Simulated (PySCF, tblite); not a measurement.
**C5H11P: geometry, infrared bands and NMR shifts**

Aim: predict the infrared bands and NMR shifts of C5H11P (`CP(C)C1CC1`).

The runs use tblite 0.8.0 and PySCF 2.14.0, with density-fitted response routines of our own; the level of theory stands in each step. All values are computed, except where a source is named. Atoms are numbered from 0 throughout.

## 1. The molecule as given

17 atoms, charge 0, multiplicity 1; geometry from: force field or distance geometry start.

Bonds of the start (Å): C0–P1 1.83, P1–C2 1.82, P1–C3 1.83, C3–C4 1.52, C4–C5 1.51, C5–C3 1.50, C0–H6 1.09, C0–H7 1.09, C0–H8 1.10, C2–H9 1.11, C2–H10 1.09, C2–H11 1.10, C3–H12 1.07, C4–H13 1.09, C4–H14 1.08, C5–H15 1.07, C5–H16 1.09.

## 2. Geometry optimisation with GFN2-xTB

What the job is given:

```
{"job": {"kind": "relax", "xc": "GFN2-xTB", "basis": "xTB"}, "charge": 0, "multiplicity": 1}
C     -1.921600    -0.758900     0.489400
P     -0.592300     0.483000     0.677600
C     -1.115300     1.721400    -0.543600
C      0.747000    -0.342700    -0.266400
C      1.719400    -1.193900     0.525600
C      2.146900     0.135900    -0.040000
H     -1.697800    -1.660600     1.051600
H     -2.068500    -1.030500    -0.553500
H     -2.869700    -0.357900     0.870300
H     -2.040900     2.224800    -0.205200
H     -0.353700     2.485100    -0.681400
H     -1.329600     1.267700    -1.520100
H      0.483700    -0.682700    -1.247500
H      2.108700    -2.089100     0.041100
H      1.614000    -1.270200     1.596100
H      2.824000     0.137000    -0.873700
H      2.338900     0.943600     0.669700
```

Launch:

```console
> OMP_NUM_THREADS=1 python probes_run.py task.json out
```

The driver reads the jobs from task.json and runs them one after another.

**Question.** This job is followed by: GFN2-xTB harmonic vibrations, gas phase; GIAO PBE0/pcSseg-1 NMR shielding, non-relativistic, gas phase. What will the session give for the following? strongest single infrared mode (GFN2-xTB); zero-point energy (GFN2-xTB); 13C shifts against TMS (PBE0/pcSseg-1, means over atoms taken as alike); 1H shifts against TMS (PBE0/pcSseg-1, means over atoms taken as alike); 31P shifts against H3PO4 (PBE0/pcSseg-1); surface potential, 1st and 99th percentile.

The runs gave:

| quantity | value |
| --- | --- |
| strongest single infrared mode (GFN2-xTB) | 3096 cm⁻¹, 64 km/mol |
| zero-point energy (GFN2-xTB) | 90.8 kcal/mol |
| 13C shifts against TMS (PBE0/pcSseg-1, means over atoms taken as alike) | 18.6, 17.3, 5.2 ppm |
| 1H shifts against TMS (PBE0/pcSseg-1, means over atoms taken as alike) | 1.10, 0.67, 0.29, 0.15 ppm |
| 31P shifts against H3PO4 (PBE0/pcSseg-1) | -50.6 ppm |
| surface potential, 1st and 99th percentile | -1.25 V and 0.69 V |

Relaxing lowered the energy by 0.073 eV in 29 steps; the close pair that moved most is P1–C2, from 1.816 to 1.853 Å. All 45 modes are real, so the xTB geometry is a minimum. The strongest single mode, at 3096 cm⁻¹, has its largest shares on H16, H14, H15 and H13 (the list is cut at 4 atoms). Unscaled tight-binding wavenumbers are off by several per cent, some by more. Its intensities can rank the bands wrongly. At PBE0/pcSseg-1: Shielding is most anisotropic at P1 (span 113 ppm, paramagnetic term -598 ppm).
